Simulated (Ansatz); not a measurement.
Geometry optimisation, RKS PBE-D4/def2-SVP (Ansatz 0.2.0).

The input (input.yaml):

```yaml
crystal:
  periodic: [false, false, false]
  atoms:
    - { symbol: Si, position_ang: [0.0, 0.0, 0.0] }
    - { symbol: C, position_ang: [0.0, 0.0, 1.87] }
    - { symbol: H, position_ang: [-0.9996, -0.3092, 2.2405] }
    - { symbol: H, position_ang: [0.7676, -0.7111, 2.2405] }
    - { symbol: H, position_ang: [0.232, 1.0203, 2.2405] }
    - { symbol: H, position_ang: [1.3768, 0.0, -0.4862] }
    - { symbol: H, position_ang: [-0.6877, 1.1914, -0.4862] }
    - { symbol: C, position_ang: [-0.8808, -1.5259, -0.6227] }
    - { symbol: H, position_ang: [-1.3804, -2.0377, 0.2261] }
    - { symbol: H, position_ang: [-1.6409, -1.2332, -1.3768] }
    - { symbol: H, position_ang: [-0.1449, -2.2146, -1.0879] }
basis:
  gaussian: { orbitals: def2-SVP }
hamiltonian:
  xc: pbe
  dispersion: d4
relax:
  f_tol: 0.02
  max_steps: 40
```

Launched with:

```bash
$ ansatz run input.yaml --threads 2 --pin off --max-ram 3072MiB --backend cpu --events-out ev --progress --plain --runs-dir out
```

Q: Where does it end, and by what steps?

A: The run converged. After 8 steps the energy has fallen by 0.169 eV; H10 moved furthest, 0.76 Å.

| step | energy less start (eV) | largest force component (eV/Å) | accepted |
| --- | --- | --- | --- |
| 0 | 0.0000 | 0.850 | yes |
| 1 | -0.0941 | 0.230 | yes |
| 2 | -0.1089 | 0.109 | yes |
| 3 | -0.1332 | 0.064 | yes |
| 4 | -0.1371 | 0.488 | yes |
| 5 | -0.1663 | 0.032 | yes |
| 6 | -0.1669 | 0.216 | yes |
| 7 | -0.1690 | 0.026 | yes |
| 8 | -0.1692 | 0.001 | yes |

```xyz
11
Properties=species:S:1:pos:R:3
Si -0.130 0.052 0.016
C 0.112 -0.029 1.891
H -0.857 -0.188 2.408
H 0.788 -0.864 2.167
H 0.554 0.911 2.278
H 1.198 0.305 -0.654
H -1.034 1.212 -0.326
C -0.879 -1.552 -0.651
H -1.864 -1.754 -0.182
H -1.029 -1.498 -1.749
H -0.216 -2.416 -0.440
```

Time of the run: 12 s on 2 threads of Arm Neoverse V1 (shared host), peak memory 0.12 GiB.
